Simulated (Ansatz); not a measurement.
Predict the output of the script below (Ansatz 0.2.0 through its Python package).

The script, `run_methods.py`:
```python
"""C3H4ClF at several levels of theory."""

from pathlib import Path

import ansatz as az
import numpy as np

system = (
    az.Crystal.molecule()
    .atom("C", (0.2268, 0.4501, 1.3384))
    .atom("C", (-0.4971, -0.0347, 0.2914))
    .atom("C", (0.0815, -0.4581, -1.0228))
    .atom("F", (1.537, -0.2685, -1.0217))
    .atom("Cl", (-0.596, 0.4684, -2.3555))
    .atom("H", (1.2517, 0.6747, 1.2784))
    .atom("H", (-0.3074, 0.7832, 2.2438))
    .atom("H", (-1.5283, -0.1585, 0.3794))
    .atom("H", (-0.0797, -1.5027, -1.1486))
)

job = system.calculation().basis(gaussian="cc-pVDZ")

print("functional    E (Ha)        dipole (D)   HOMO (eV)  LUMO (eV)")
for name in ["r2scan0", "r2scan", "pbe0", "blyp", "hf", "lc_wpbe"]:
    rep = job.functional(name).forces().orbitals().run(threads=1, runs_dir="runs").report
    lines = Path(rep["orbitals_path"]).read_text().splitlines()
    field_of = lambda key: [line.split("=")[1].strip() for line in lines if line.startswith(key)]
    orbitals = [(27.211386 * float(e), s, float(n)) for e, s, n in zip(field_of("Ene="), field_of("Spin="), field_of("Occup="))]
    homo = max(e for e, _, n in orbitals if n > 0.5)
    lumo = min(e for e, _, n in orbitals if n < 0.5)
    dipole = 4.803205 * np.linalg.norm(rep["charge_distribution"]["dipole_moment_e_ang"])
    print(f"{name:10s} {rep['free_energy_ev'] / 27.211386246:14.6f} {dipole:9.3f} {homo:11.3f} {lumo:10.3f}")
```

```console
$ python run_methods.py
functional    E (Ha)        dipole (D)   HOMO (eV)  LUMO (eV)
r2scan0       -676.568693     2.194      -8.172     -0.520
r2scan        -676.597845     2.083      -7.079     -1.470
pbe0          -676.352070     2.100      -7.980     -0.578
blyp          -676.664237     1.885      -6.557     -1.393
hf            -674.842089     2.462     -10.458      3.505
lc_wpbe       -676.474590     2.128     -10.761      1.829
```

Total energies depend on the basis set; only differences at equal settings carry meaning. The geometry is a force-field or estimated start, not a minimum of this method, and the basis set is short of its limit. A lower total doesn't mark the better method: functionals have no common bound, and MP2 and coupled cluster aren't variational. Levels such as HOMO and LUMO are orbital energies: with these approximate functionals they aren't the ionisation energy and electron affinity, and their gap isn't the fundamental gap. For Al to Cl the sets with a tight d function, cc-pV(X+d)Z, are usual. The whole script took 24 s on 1 thread of Arm Neoverse V2, with other jobs on the host, peak memory 0.27 GiB.

(Lines on the test bed's own set-up are left out of the output.)
